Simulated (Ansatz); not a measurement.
Bulk modulus of elemental solids other than molecular ones

Method: BLYP in Ansatz (plane waves, PAW). References are measured values corrected to a static lattice. The table is a random draw of 10 from 28 solids with such references.

Values in GPa.

| solid | reference | BLYP | error (%) |
|---|---|---|---|
| bcc Li | 13.8 (13.1–13.9) | 13.8 | 0.0 |
| fcc Ni | 192 (186–195) | 168 | -12.5 |
| bcc K | 3.75 | 3.16 | -15.7 |
| hcp Ti | 108 | 105 | -2.8 |
| bcc W | 312 (300–328) | 274 | -12.2 |
| fcc Pb | 47 | 32.0 | -32 |
| bcc V | 161 | 169 | +5.0 |
| fcc Ag | 110 (104–111) | 68.9 | -37 |
| hcp Mg | 38.6¶ | 31.2 | -19.2 |
| bcc Ba | 9.34 (9.34–10.6) | 8.30 | -11.1 |

Over these 10 solids the mean error is -13.8 %, the mean absolute error 14.8 % (median 12.3 %), and the worst case fcc Ag at -37 %; the value is too low in 8 of 10 cases. Over all 28, from unrounded values, the mean error is -20 % and the mean absolute error 21 % (median 15.7 %). Caveats on values not shown: the cell is over a tenth larger than the published one: the level's own overestimate first of all, though another phase or state, or a fault of the published cell, is possible (6); the gap of the solid is closed in this run (1).

All these references are brought to a static lattice.

Spin–orbit coupling is left out, also for the solids with elements from indium on (bcc W, fcc Pb, bcc Ba); its size isn't shown.

¶ marks references of a special kind: hcp Mg, 38.6 GPa (measured, copied from a table, unchecked, extrapolated to 0 K and zero-point effects removed; as tabulated in Lejaeghere et al. (2013), arXiv:1204.2733).

In Ansatz's fits of the non-cubic solids, shape and atoms are relaxed at each volume.

Brackets give the range of the sources taken for a reference, where it is wide; it can hold other temperatures.

Differences are worked out from the printed values.

Each level is taken at its own relaxed cell. Caveats: the cell is over a tenth larger than the published one: the level's own overestimate first of all, though another phase or state, or a fault of the published cell, is possible (fcc Pb, fcc Ag). Ansatz's density-functional and Hartree–Fock values are scalar-relativistic unless marked +SOC, with PAW data made under PBE.

Ansatz's runs of these crystals have no spin polarisation, but for fcc Ni.

Density-functional runs with spin start from parallel moments for fcc Ni.

Not in this set, of the elemental solids other than molecular ones with a reference value in our tables and a result at some level: 10 for no value at BLYP (not run, a failed fit, an unstable or unbound cell, or a value held back for tests); 6 for sources at odds; 4 for a reference at room or unstated temperature; 1 for a value of another source that differs by over 15 % in a way that heat doesn't explain. These can be a level's best or worst cases. Solids without a released value at any level aren't counted. Layered and molecular crystals are counted apart. The metals Ce to Yb are counted apart.

References as tabulated in Levämäki et al. (2014), arXiv:1402.3671; doi:10.1021/acs.jctc.3c00612; Mejia-Rodriguez and Trickey (2018), arXiv:1807.09216; Lejaeghere et al. (2013), arXiv:1204.2733.

Ansatz is a quantum-chemistry and plane-wave program.
